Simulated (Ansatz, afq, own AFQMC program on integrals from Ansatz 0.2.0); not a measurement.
## Atomization energy of CH₂Ge, triplet

```xyz
4

Ge    0.0000   -0.0446    0.2902
C     0.0000    0.1823   -1.6010
H     0.0000    1.5086    0.6403
H     0.0000   -0.4689   -2.4762
```

Connectivity, by distances: GeH–CH.

Atoms in their ground-state spins without spin–orbit coupling (mostly on UHF) minus the molecule (UHF), without zero-point energy. The geometry is a stationary point, not shown to be a minimum.

Basis cc-pVDZ. Noble-gas cores (and the filled d shells of Ga–Kr and In–Xe) are frozen. Integrals, coupled cluster, full CI and functionals: Ansatz 0.2.0; the random walks run on the same integrals in our own AFQMC program. ph-AFQMC/CISD is guided by a CISD state made of CCSD amplitudes; releasing the constraint for a short imaginary time cuts its bias at the price of noise, slowly where states lie close. Uncertainties: one standard error, sampling alone. No spin–orbit coupling. The errors of all members are added in quadrature.

No full CI on the walks' own integrals is used here; CCSDT(Q) serves as the reference and is uncertain by about the last step of the cluster series. Each member takes its own surest rung, up to full CI.

The best estimate is CCSD(T) at the basis-set limit (CBS: def2-TZVPP and def2-QZVPP, with their diffuse functions for anions and beside diffuse sets, CCSD(T) itself extrapolated) plus the step from CCSD(T) to CCSDT(Q) in cc-pVDZ. Rows without CBS are in cc-pVDZ, the functionals in def2-TZVP; B2PLYP and the wave-function rows carry a basis error of their own. Core correlation and relativity beyond core potentials are missing, and ± holds the sampling alone.

Cautions: inner d shell frozen; no relativity below Rb; no spin-orbit coupling; CH₂Ge (triplet): lower spins were not checked, the determinant is a saddle point among determinants of its kind.

Best estimate: 10.214 eV.

| level | atomization energy (eV) | error against the best estimate (eV) |
| --- | --- | --- |
| HF | 7.187 | -3.027 |
| MP2 | 9.104 | -1.110 |
| CCSD | 9.134 | -1.080 |
| CCSD(T) | 9.252 | -0.962 |
| CCSDT | 9.280 | -0.934 |
| CCSDT(Q) | 9.290 | -0.924 |
| ph-AFQMC/CISD | 9.286 ± 0.017 | -0.928 ± 0.017 |
| released AFQMC | 9.293 ± 0.012 | -0.922 ± 0.012 |
| HF/CBS | 7.390 | -2.824 |
| MP2/CBS | 9.987 | -0.227 |
| CCSD(T)/CBS | 10.176 | -0.038 |
| PBE | 10.606 | 0.392 |
| r2SCAN | 10.524 | 0.310 |
| PBE0 | 10.345 | 0.131 |
| B3LYP | 10.318 | 0.104 |
| wB97M-V | 10.238 | 0.024 |
| B2PLYP | 10.075 | -0.139 |

Correlation beyond CCSD(T) adds 0.038 eV. Going to the basis-set limit adds 0.924 eV at CCSD(T). The perturbative (T) step is worth +0.118 eV.

Best estimates are given only where the step beyond CCSD(T) is under 0.3 eV and no member's determinant is very poor (T1 over 0.05, or 0.07 for open shells, ⟨S²⟩ too high by 0.3, two states mixed), so the hardest cases are missing from such tables.

The functionals ran in a triple-zeta set and keep a basis error of their own, a few kJ/mol for each bond in atomization energies and more for double hybrids, so close places among them and the extrapolated levels can swap.

CCSDT and higher add their correlation energy to the determinant of the CCSD(T) run, since their own runs factorise the integrals more tightly (a shift of under 2 meV). Each member of a difference takes its own highest rung, so a best estimate needn't equal the limit plus the step of one row. A walk keeps the symmetry of its determinant, which the program's search chose and which needn't be the lowest solution, so a lower state of the same spin and another symmetry isn't excluded. Released energies are given only where the last usable release times agree within the noise; a slower fall can still hide under it.
